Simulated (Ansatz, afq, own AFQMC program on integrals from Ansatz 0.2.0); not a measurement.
Two steps: Ansatz 0.2.0 writes the Fock matrix and Cholesky factors of the valence space, and afq projects on them the lowest state that overlaps trial and start.

```yaml
crystal:
  periodic: [false, false, false]
  atoms:
    - {symbol: In, position_ang: [0.000000, -0.480933, 0.000000]}
    - {symbol: Cl, position_ang: [0.000000, 0.809697, -1.919640]}
    - {symbol: Cl, position_ang: [0.000000, 0.809697, 1.919640]}
    - {symbol: H, position_ang: [0.000000, -2.175367, 0.000000]}
basis:
  gaussian: {orbitals: def2-SVP}
magnetization: {spin_polarized: false}
correlation: {method: ccsd_t, electrons: outside_noble_gas, hamiltonian_folder: ham}
```

```sh
$ ansatz run in.yaml --threads 1 --pin off --events-out ev --progress --plain --max-ram 1843MiB
```

afq runs on the folder ham with

```
--method phaseless --trial hf --walkers 120 --populations 1 --least-time 40 --time-step 0.005 --steps-per-block 20 --equilibration-blocks 112 --max-blocks 600 --target-error 0.0015300 --factor-cut 1e-05 --seed 3356 --taylor-order 6
```

Times are imaginary, in 1/Eh. The walk had a cap of 1581 s. Filled inner d shells are frozen with the cores. Core potentials past Kr, no spin–orbit coupling.

Log:

```
orbitals 48  electrons 9 9  factors 397 of 706
reference energy -1108.59951102 Eh
CCSD correlation -0.34833710 Eh in 9 cycles, weight of the determinant in the CISD state 0.8646
energy of the start -1108.599511 Eh
 block  time / (1/Eh)  mean weight  energy / Eh
     1     0.100  1.0032  -1108.680862
     2     0.200  1.0034  -1108.744090
     3     0.300  1.0035  -1108.782392
     4     0.400  1.0039  -1108.823374
     5     0.500  1.0032  -1108.851042
     7     0.700  1.0014  -1108.897245
     9     0.900  1.0008  -1108.886721
    18     1.800  0.9997  -1108.956207
    52     5.200  1.0016  -1108.958103
    86     8.600  1.0011  -1108.971342
   120    12.000  0.9999  -1108.978678
   154    15.400  0.9957  -1108.968946
   188    18.800  1.0014  -1108.944944
   222    22.200  0.9995  -1108.943075
   239    23.900  0.9999  -1108.934855
   256    25.600  0.9991  -1109.007483
   290    29.000  0.9993  -1108.966418
   324    32.400  1.0004  -1108.983098
   358    35.800  0.9989  -1108.976857
   392    39.200  1.0021  -1108.983575
   426    42.600  0.9986  -1108.991378
   460    46.000  1.0015  -1108.966178
   494    49.400  0.9987  -1108.944655
   528    52.800  1.0007  -1108.944527
   562    56.200  1.0006  -1108.980703
   596    59.600  0.9989  -1108.955743
   630    63.000  1.0001  -1108.965300
   664    66.400  1.0003  -1108.940099
   698    69.800  1.0041  -1108.987422
blocks merged  error / Eh  count
     1  0.000821  600
     2  0.001086  300
     4  0.001390  150
     8  0.001684  75
    16  0.001579  37
    32  0.001634  18
    64  0.001777  9
energy -1108.962040 +/- 0.001634 Eh
(rows thinned)
```

The run passed its tests (sampling time, drift between the halves within three errors, error under three times the target), which doesn't prove that it has relaxed.

Against this walk (error 44.5 meV) on the same determinant: CCSD(T) 199.9 meV higher, a separate phaseless walk with a CISD trial and standard settings 187.1 ± 46.1 meV higher. The error is statistical and leaves out the bias of the constraint. None of these is a sure reference here.

Cautions: constraint bias not in the error; error above the target (44.5 against 41.6 meV); no spin-orbit coupling; inner d shell frozen.

The walk took 4.6 min on 1 thread of Arm Neoverse V2 (shared host). The log's last line is the phaseless energy.

A walk keeps the symmetry of its determinant, which the program's search chose and which needn't be the lowest solution, so a lower state of the same spin and another symmetry isn't excluded.
